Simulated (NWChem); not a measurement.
Molecule: hydrogen sulfide (H$_{2}$S); SMILES S

```xyz
3

S      0.0000     0.0000     0.1231
H      0.9740     0.0000    -0.8272
H     -0.9740     0.0000    -0.8272
```
Atoms are numbered in this order, from 1.

Program: NWChem. All runs use the structure optimised with PBE-D3(BJ)/def2-SVP. Level: M05-2X/def2-SVP with COSMO at NWChem's default radii, gas-phase geometry; rows give the dielectric constant.

For dielectric constant 46.7:

```yaml
electrostatic solvation energy (kcal/mol): -3.2
dipole in solution (D): 1.76
```

Question: What are these values for dielectric constant 2.0?

Answer: electrostatic solvation energy (kcal/mol): -1.5
dipole in solution (D): 1.54
